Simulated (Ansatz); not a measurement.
A nudged elastic band was laid between two geometries of CHS2 (4 atoms, charge -1, multiplicity 1).

Computed with RKS B3LYP/def2-SVPD (Ansatz 0.2.0).

```yaml
movable_images: 3
climbing_image: yes
spring: 5.0 eV/Å²
optimiser: quadratic models (default)
start_path: through a guess of the saddle point
force_threshold: 0.05 eV/Å
iteration_limit: 60
end_points: relaxed
```

Initial state:

```xyz
4
Properties=species:S:1:pos:R:3
S 1.478 -0.526 -0.547
C -0.014 -0.022 0.071
S -1.251 0.889 -0.634
H -0.213 -0.341 1.109
```

Final state:

```xyz
4
Properties=species:S:1:pos:R:3
S 0.924 -0.451 -0.042
C -0.729 0.319 0.123
S -1.184 1.119 -1.285
H 0.988 -0.987 1.204
```

Q: Which bonds break or form, and what moves?

A: Bonds broken: C2–H4. Bonds formed: S1–H4.

Q: What energy profile does the band end with?

A: The run converged. The highest image is number 2 of 0 to 4, 3.16 eV above the first end and 1.10 eV above the last; the last end lies 2.06 eV above the first. Neighbouring images differ by up to 1.9 eV, so the band resolves the path poorly. Another band between the same ends (7 images) ends at a top of the same energy, where a vibrational analysis finds 1 clearly imaginary mode. So few images can step over the top or miss a turn of the path. The orbitals stay closed-shell, which can raise the energy where a bond breaks towards radicals; this wasn't checked here. Limits of this set-up: the dipole of an ion depends on the origin.

```csv
image,path coordinate (Å),energy (eV),C2–H4 (Å),S1–H4 (Å)
0,0.00,0.00,1.10,2.37
1,0.52,1.29,1.14,1.90
2,1.04,3.16,1.49,1.47
3,1.49,2.45,1.98,1.34
4,1.94,2.06,2.41,1.36
```

Q: What is the geometry of the highest image?

A: 
```xyz
4
Properties=species:S:1:pos:R:3
S 1.249 -0.555 -0.190
C -0.439 0.160 0.153
S -1.256 1.040 -1.000
H 0.446 -0.645 1.036
```

Run time: 31 s on 2 threads of Arm Neoverse V1, on a shared host, peak memory 0.15 GiB.
